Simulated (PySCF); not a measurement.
Mapped SMILES: `[CH3:1][C:2]1=[C:3]([F:4])[CH2:5]1`. Hydrogens are named by the atom that carries them.

Geometry: PBE0-D3(BJ)/def2-SVP; GIAO shifts from PySCF, gas phase, non-relativistic, averaged over equivalent atoms.

At B97-D/pcSseg-2 (250 basis functions, 50 s wall time on 1 thread of an Arm Neoverse N1, shared host):
| atoms | δ (ppm) |
| --- | --- |
| C3 | 144.6 |
| C2 | 78.3 |
| C5 | 26.2 |
| C1 | 11.0 |
| F4 | -165.5 |
| H(C5) | 2.04 |
| H(C1) | 1.92 |

Referencing at the same level of theory: 13C (σref 179.03), 1H (σref 31.40) against TMS; CFCl3 for 19F (σref 154.18).

Estimate the result of repeating the calculation with KT3/pcSseg-2.

Results:


```
atoms  δ at KT3/pcSseg-2  change
   C3              140.2    -4.4
   C2               74.9    -3.4
   C5               27.1    +0.9
   C1               11.4    +0.4
   F4             -168.7    -3.2
H(C5)               2.10   +0.06
H(C1)               1.92   +0.00
```

Chemical shifts δ = σref − σ; 13C (σref 181.31) and 1H (σref 31.35) vs TMS; 19F (σref 146.91) against CFCl3, all at this level.

The largest change is at C3 (fully substituted alkene carbon). Cost: 250 basis functions, 52 s wall time on 1 thread of an Arm Neoverse N1, shared host. The order of the carbon signals is the same at both levels.

Unscaled 19F shifts against computed CFCl3 carry errors that often reach 10 to 50 ppm.
